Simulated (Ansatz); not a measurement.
# C₂H (doublet): from Hartree-Fock to the top rungs at distance C1–C2 = 1.432 Å, 6-31G

Aim: climb from Hartree-Fock through coupled cluster and multireference methods for C₂H (doublet) at one geometry and basis, and see what each rung misses.

Computed with Ansatz 0.2.0, Gaussian basis. Level: 6-31G, core rule «outside noble gas», up to 2 orbitals frozen.

To be run: UHF; CCSD(T) on ROHF; CCSD(T) on UHF; BCCD(T) on ROHF; CISD; CCSDT(Q) on ROHF; CCSDT(Q) on UHF; CISDTQ; CCSDTQ on ROHF; CASSCF and MRCISD+Q, 3 electrons in 3 orbitals; CASSCF and NEVPT2, 3 electrons in 3 orbitals; CASSCF and MRCISD+Q, 9 electrons in 9 orbitals; CASSCF and NEVPT4(SD), 9 electrons in 9 orbitals; CASSCF and NEVPT2, 9 electrons in 9 orbitals; Full CI; Full CI in the symmetry of the determinant.

31 further runs of the same task are left out: 5 for a known fault of the program, 22 that didn't finish, 4 set aside as unsound or not needed.

## 1. The geometry

The geometry derives from a PBE0/def2-TZVP stationary point (not a proven minimum). One bond is set to the value named and the two fragments are kept rigid.

3 atoms, charge 0, spin multiplicity 2.

Atoms are counted from 1 here; the program's logs count them from 0.

Bond lengths: C1–C2 1.432 Å, C1–H3 1.066 Å. Angles: C2–C1–H3 180.0°.

## 2. UHF

Contents of in.yaml:

```yaml
crystal:
  periodic: [false, false, false]
  atoms:
    - {symbol: C, position_ang: [0.000000, 0.000000, 0.121994]}
    - {symbol: C, position_ang: [0.000000, 0.000000, -1.310006]}
    - {symbol: H, position_ang: [0.000000, 0.000000, 1.188011]}
basis:
  gaussian: {orbitals: 6-31G}
magnetization: {spin_polarized: true, initial_magnetization: 1}
hamiltonian: {xc: hf}
output: {orbitals: {seedname: orbitals}}
```

Started as:

```
$ ansatz run in.yaml --threads 1 --pin off --events-out ev --progress --plain --max-ram 2393MiB
```

After this run come: CCSD(T) on ROHF; CCSD(T) on UHF; BCCD(T) on ROHF; CISD; CCSDT(Q) on ROHF; CCSDT(Q) on UHF; CISDTQ; CCSDTQ on ROHF; CASSCF and MRCISD+Q, 3 electrons in 3 orbitals; CASSCF and NEVPT2, 3 electrons in 3 orbitals; CASSCF and MRCISD+Q, 9 electrons in 9 orbitals; CASSCF and NEVPT4(SD), 9 electrons in 9 orbitals; CASSCF and NEVPT2, 9 electrons in 9 orbitals; Full CI; Full CI in the symmetry of the determinant.

Before running them: what should the planned runs give, taken together? Wanted: FCI from the RHF energy; RMP2 from FCI; UMP2 from FCI; RCCSD from FCI; RCCSD(T) from FCI; UCCSD(T) from FCI; RCCSDT(Q) from FCI; UCCSDT(Q) from FCI; MRCISD+Q pair from FCI.

As calculated:

| quantity | value |
| --- | --- |
| FCI from the ROHF energy | -5.0718 eV |
| RMP2 from FCI | +808.4 meV |
| UMP2 from FCI | +1517.3 meV |
| RCCSD from FCI | +260.4 meV |
| RCCSD(T) from FCI | +55.8 meV |
| UCCSD(T) from FCI | +69.1 meV |
| RCCSDT(Q) from FCI | +4.5 meV |
| UCCSDT(Q) from FCI | +3.2 meV |
| MRCISD+Q pair from FCI | +110.5 meV |
| NEVPT2 valence from FCI | +348.0 meV |
| NEVPT4(SD) valence from FCI | +43.3 meV |
| levels within 1 kcal/mol (43 meV) | RCCSDT, UCCSDT, CISDTQ, RCCSDT(Q), UCCSDT(Q), RCCSDTQ, NEVPT4(SD) valence, MRCISD valence, MRCISD+Q valence |
| T1 diagnostic | 0.024 |
| effectively unpaired electrons | 1.14 |

**Reading.** RCCSD(T) misses by +55.8 meV, 1.1 % of the correlation energy. One determinant dominates. Of the multireference levels listed MRCISD+Q valence comes nearest in total energy (+7.2 meV), which doesn't show that its space is the better one. These misses are within one basis, not against nature; the frozen cores of restricted and unrestricted runs differ, which can shift their rows.

Levels on UHF freeze UHF's core orbitals, full CI those of ROHF, so the U rows can settle a little off it for that reason alone.

With open shells the CI space here admits some triples and quadruples, so it is larger than plain CISD.
